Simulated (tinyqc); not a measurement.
Stretching all distances: RHF, UHF, MP2, CISD and CCSD against full CI in the sto-3g basis, for H2O, spin multiplicity 1. Computed by the program tinyqc with PySCF. 

Geometry (angstrom):
```
atom       x        y       z
O     0.0000   0.0000  0.0000
H     0.0000   0.7570  0.5620
H     0.0000  -0.8100  0.6010
```

All coordinates are multiplied by the scale. c0^2 is the weight of the RHF determinant in the lowest singlet FCI state (UHF is spin-contaminated and may lie near states of higher spin) and n(LUMO) the first natural occupation beyond the occupied space.

Full CI energy (hartree) and errors against it (kcal/mol):
```
scale   distance 1-2 (angstrom)      E(FCI)       RHF      UHF      MP2     CISD     CCSD  <S^2> UHF    c0^2  n(LUMO)
0.9000                   0.8485  -74.968012   25.1297  25.1297   6.7521   0.2617   0.0551     0.0000  0.9813   0.0208
1.1400                   1.0748  -75.006589   45.7130  45.7130  14.2781   1.1849   0.1520     0.0000  0.9492   0.0578
1.3900                   1.3105  -74.925317   79.9493  68.9507  27.3311   4.7793   0.4436     0.6514  0.8743   0.1481
1.6400                   1.5462  -74.840142  127.9303  47.4100  44.8927  13.9666   0.4369     1.4718  0.7444   0.3102
1.8800                   1.7725  -74.784716  184.4396  22.9137  62.6300  28.6941  -3.1191     1.7842  0.5802   0.5154
```

UHF parts from RHF first at scale 1.39 of those listed, where <S^2> leaves zero. The weight c0^2 goes from 0.98 to 0.58 and n(LUMO) from 0.02 to 0.52: static correlation grows as the bonds break into open-shell fragments. The spread of the error along the curve, which distorts its shape, is CCSD 3.6, CISD 28.4, UHF 46.0, MP2 55.9, RHF 159.3 kcal/mol. Below FCI somewhere: CCSD, as non-variational methods may be.
